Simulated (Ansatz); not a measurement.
A calculation with Ansatz (development build ahead of 0.2.0).

```yaml
crystal:
  periodic: [false, false, false]
  atoms:
    - { symbol: "N", position_ang: [0.0, 0.39321, -0.35545] }
    - { symbol: H, position_ang: [0.0, 1.19822, 0.2123] }
    - { symbol: O, position_ang: [0.0, -0.49383, 0.28448] }
basis:
  gaussian: { orbitals: cc-pVDZ }
hamiltonian:
  xc: hf
correlation:
  method: mp2
  frozen_orbitals: { H: 0, "N": 1, O: 1 }
```

The input is written out in the form of the current development build from the run's settings.

The run gave:

```yaml
Converged: yes
Reference_energy: -129.78407 hartree
Correlation_energy: -0.32646 hartree
Total_energy: -130.11053 hartree
Spin_squared_of_the_determinant: 0.000
```

Caution: no unrestricted run beside it, a lower state can exist.
